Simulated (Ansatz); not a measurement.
A relaxed structure of MgO. Space group Fm-3m (No. 225), rock salt type. Computed with PBE (plane waves to 420 eV, PAW, scalar-relativistic; Ansatz, a program for electronic structure).

```cif
data_Mg4O4
_chemical_formula_sum 'Mg4 O4'
_space_group_name_H-M_alt 'Fm-3m'
_space_group_IT_number 225
_space_group_name_Hall '-F 4 2 3'
_cell_length_a 4.25394
_cell_length_b 4.25394
_cell_length_c 4.25394
_cell_angle_alpha 90.000
_cell_angle_beta 90.000
_cell_angle_gamma 90.000
loop_
_atom_site_label
_atom_site_type_symbol
_atom_site_symmetry_multiplicity
_atom_site_Wyckoff_symbol
_atom_site_fract_x
_atom_site_fract_y
_atom_site_fract_z
_atom_site_occupancy
Mg1 Mg 4 b 0.50000 0.50000 0.50000 1
O1 O 4 a 0.00000 0.00000 0.00000 1
```
(The calculation used a cell of 2 atoms; values per cell refer to that cell.)

```yaml
volume_per_atom: 9.62 Å³
band_gap: 4.46 eV, direct at Γ (no spin-orbit coupling)
shortest_distances: Mg–O 2.13 Å; Mg–Mg 3.01 Å; O–O 3.01 Å
k-mesh: 13×13×13
```

No spin polarisation in the result.

Measured for MgO: a 4.189 Å (static lattice; corrected from measurement; as listed in Daniel Mejia-Rodriguez, S. B. Trickey, Phys. Rev. B (2018)); gap 8.36 eV (static lattice; corrected from measurement; as listed in Wei Chen et al., Physical Review Materials (2018)). Computed minus measured — a: PBE +1.6 %; gap: PBE -3.90 eV. The computed values are for a static lattice, and a measured gap can be an optical one, lowered by exciton binding.

The run could not lose the symmetry of its start.
